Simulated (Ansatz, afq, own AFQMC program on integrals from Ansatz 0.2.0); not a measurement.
# Where AFQMC and coupled cluster stand for CH4, singlet

```xyz
5

C     0.0000    0.0000    0.0000
H     0.6280    0.6300    0.6292
H    -0.6316   -0.6267    0.6289
H    -0.6266    0.6282   -0.6325
H     0.6301   -0.6314   -0.6257
```

Basis 6-31G. Noble-gas cores (and the filled d shells of Ga–Kr and In–Xe) are frozen. Integrals, coupled cluster, full CI and functionals: Ansatz 0.2.0; the random walks run on the same integrals in our own AFQMC program. The CISD trial takes its coefficients from CCSD amplitudes. Released means that phaseless walkers are propagated on without the constraint, phases kept. Free projection: walkers drawn from exp(T), propagated without any constraint. Its projection time is finite, and what remains of the start isn't in its error. ± is one standard error of the sampling.

Determinant: RHF, the one that the program's search chose, which needn't be the lowest solution. The geometry is a point of a scan.

Full CI on the same integrals is exact in this basis and with this determinant's frozen core.

```
T1 diagnostic                               : 0.0037
weight of the determinant in the CISD state : 0.947
size of the correlated space                : 8 electrons in 16 orbitals
```

```csv
level,correlation energy (eV)
MP2,-2.6841
CCSD,-3.2044
CCSD(T),-3.2479
```

(1) Estimate where phaseless AFQMC with the Hartree–Fock trial lies against CCSD(T) on the same integrals.

(1) 0.55 ± 0.38 kcal/mol below CCSD(T). The gap is under twice the noise, so this walk alone can't tell the two apart.

Reference: full CI, correlation energy -3.256 eV. The released energy is read at 2.40 1/Eh (meV from the phaseless value at times in 1/Eh: 1.4 ± 1.5 at 0.24, 2.3 ± 1.2 at 0.51, 2.8 ± 1.0 at 0.99, 4.7 ± 1.2 at 1.62, 5.2 ± 1.0 at 2.40).

| level | E − E(reference) (kcal/mol) | share of correlation (%) |
| --- | --- | --- |
| CCSD(T) | 0.19 | 99.75 |
| CCSDT | 0.06 | 99.93 |
| CCSDT(Q) | 0.00 | 100.00 |
| CCSDTQ | 0.01 | 99.99 |
| ph-AFQMC/HF | -0.36 ± 0.38 | 100.48 |
| ph-AFQMC/CISD | -0.11 ± 0.05 | 100.14 |
| released AFQMC | 0.01 ± 0.02 | 99.98 |
| free AFQMC | 0.01 ± 0.03 | 99.98 |

CCSDT and higher add their correlation energy to the determinant of the CCSD(T) run, since their own runs factorise the integrals more tightly (a shift of under 2 meV). Free projections are given only where their last times agree within the noise and don't stop above the reference; a slow remainder of the start can still hide under it. A walk keeps the symmetry of its determinant, which the program's search chose and which needn't be the lowest solution, so a lower state of the same spin and another symmetry isn't excluded. Released energies are given only where the last usable release times agree within the noise; a slower fall can still hide under it.
